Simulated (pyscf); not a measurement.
`[OH][SiH2][F]` + `[H][H]` → `[OH][SiH2][F]` + `[H][H]` (four-centre exchange; singlet surface; H–O, H–H broken, H–O, H–H formed). Single points on ωB97X-D3(BJ)/def2-SVP structures (PySCF, gas phase). Energies in kcal/mol from the separated reactants.

```
level                      barrier  reaction energy
----------------------  ----------  ---------------
PBE/def2-TZVP                 59.5              0.0
r²SCAN/def2-TZVP              64.4              0.0
PBE0-D3(BJ)/def2-TZVP         64.8              0.0
M06-2X/def2-TZVP        (withheld)              0.0
ωB97M-D3(BJ)/def2-TZVP        68.0              0.0
HF/def2-TZVP            (withheld)              0.0
```

### Question
Fill in the missing entries.

### Answer

- M06-2X/def2-TZVP, barrier: 71.0
- HF/def2-TZVP, barrier: 89.4

The functionals in the table span 11.6 kcal/mol in this barrier, from PBE to M06-2X. The same reactants have a lower exit, to F–SiH₃ + H₂O (barrier +51.2 kcal/mol at ωB97M-D3(BJ)/def2-TZVP, against +68.0 kcal/mol here). Another saddle between the same species, by other bonds, lies lower (60.7 kcal/mol against 68.0 kcal/mol at ωB97M-D3(BJ)/def2-TZVP).
